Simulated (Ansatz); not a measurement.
Zinc-blende CdS (metastable phase), relaxed in Ansatz (plane waves) with several semilocal functionals. Each gives its own volume and its own elastic constant C11:

```
level   V0 (Å³/atom)  elastic constant C11 (GPa)   ln V0  ln C11
------  ------------  --------------------------  ------  ------
LDA           23.845                       81.69  3.1716  4.4029
PBEsol        24.695                       74.43  3.2066  4.3099
PBE           26.019                       66.57  3.2588  4.1983
```

### Question
Fit a straight line to ln C11 against ln V0. What does it predict for r²SCAN, whose volume is 25.384 Å³/atom?

### Answer
With x = ln V0 and y = ln C11: means 3.21233 and 4.30370; Σ(Δx Δy) = -0.008974, Σ(Δx²) = 0.003851, so the slope is -2.33. At x = 3.2341 the line gives y = 4.30370 + (-2.33) × (3.2341 − 3.21233) = 4.2530, or 70.32 GPa. The run with r²SCAN gives 72.80 GPa, +3.5 % from the line. The rows used scatter about it by up to 0.7 %, while the largest value lies 23 % above the smallest.

Ansatz's density-functional and Hartree–Fock values are scalar-relativistic unless marked +SOC, with PAW data made under PBE.

Ansatz is a program for electronic structure.
